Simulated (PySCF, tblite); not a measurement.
Species: nitrosyl fluoride, FNO.
SMILES: `O=NF`

Computed, not measured: wB97X-D/def2-SVPD in PySCF (dipole) on a GFN2-xTB geometry, gas phase.

Masses are those of the commonest isotopes; rigid-rotor values at the optimised geometry. 

What are A, B and C (MHz)?

Ia = 5.14, Ib = 42.35, Ic = 47.49 u·Å²; 505379 MHz·u·Å²/I gives A = 98277, B = 11934, C = 10642 MHz.

Classify the top.

A near-prolate asymmetric top. Ray's parameter κ = (2B − A − C)/(A − C) = -0.971; −1 is the prolate and +1 the oblate limit.

Give the coordinates in the principal-axis frame, origin at the centre of mass.

The sense of each axis is arbitrary; atoms in the order of the calculation.
```
atom  mass (u)   a (Å)   b (Å)  c (Å)
  O1    15.995  -1.082  -0.273  0.000
  N2    14.003  -0.250   0.505  0.000
  F3    18.998   1.095  -0.142  0.000
```

Which types of transition are allowed, and where do some lines up to J = 4 fall?

The dipole components are |μa| = 1.40 D, |μb| = 0.35 D, |μc| = 0.00 D; the mirror of this Cs structure is the ab plane, so μc vanishes by symmetry and there are no c-type lines. The squared components, which scale the intensities, stand as 1.00 : 0.06 (a : b). Some lines, for components of 0.1 D or more:

```tsv
type	branch	J(Ka,Kc)	MHz	lower level (cm⁻¹)
a	Q	2(1,1) ← 2(1,2)	3877	5.096
a	R	2(1,2) ← 1(1,1)	43860	3.633
a	R	2(0,2) ← 1(0,1)	45138	0.753
a	R	2(1,1) ← 1(1,0)	46445	3.676
a	R	3(2,1) ← 2(2,0)	67787	13.866
b	Q	2(1,1) ← 2(0,2)	88941	2.259
a	R	4(2,3) ← 3(2,2)	90294	16.125
a	R	4(3,1) ← 3(3,0)	90335	30.633
b	Q	3(1,2) ← 3(0,3)	90928	4.516
a	R	4(1,3) ← 3(1,2)	92861	7.549
b	Q	4(2,2) ← 4(1,3)	254746	10.647
b	Q	2(2,0) ← 2(1,1)	259041	5.225
b	Q	3(2,2) ← 3(1,3)	264851	7.290
b	R	2(2,1) ← 1(1,0)	305472	3.676
b	R	3(2,1) ← 2(1,2)	330705	5.096
b	Q	4(3,2) ← 4(2,3)	434990	19.137
b	R	3(3,0) ← 2(2,1)	502680	13.866
b	R	4(3,2) ← 3(2,1)	525213	16.127
b	Q	4(4,1) ← 4(3,2)	608892	33.646
```

Estimate the classical rotational partition function at 50 K, 200 K and 298.15 K.

Point group Cs, symmetry number σ = 1; q = (√π/σ)·√((kT/h)³/(ABC)), k/h = 20836.6 MHz/K: 533 at 50 K, 4270 at 200 K, 7770 at 298.15 K.

Its GFN2-xTB frequencies are all real (lowest 536 cm⁻¹). Zero-point vibration and centrifugal distortion are left out. Quadrupole hyperfine structure (14N) is left out.

Rough CPU time on one thread of a shared machine: about 5 s. This is the wB97X-D/def2-SVPD job that gave the dipole, with the excitations it also computed.
